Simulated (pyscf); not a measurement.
`[OH][PH][OH]` + `[H]` [doublet] → `[O][PH][OH]` [doublet] + `[H][H]` (hydrogen abstraction; doublet surface; H–O broken, H–H formed). Structures and frequencies: ωB97X-D3(BJ)/def2-SVP in PySCF. Energies in kJ/mol from the separated reactants.

| level | barrier | reaction energy |
|---|---|---|
| ωB97X-D3(BJ)/def2-TZVP | 32.5 | -103.6 |
| PBE/def2-TZVP | -14.4 | -117.0 |
| r²SCAN/def2-TZVP | -12.6 | -128.7 |
| PBE0-D3(BJ)/def2-TZVP | 12.6 | -102.5 |
| M06-2X/def2-TZVP | 34.5 | -93.8 |
| HF/def2-TZVP | 91.6 | -69.7 |

At PBE, r²SCAN this geometry lies under the reactants; that is no barrier but a single point on another level's saddle; such a level's own saddle, if it has one, lies nearer that side and is low. This is the saddle that the search found; another between the same sides may lie lower. The angle at the transferred H is 173°.
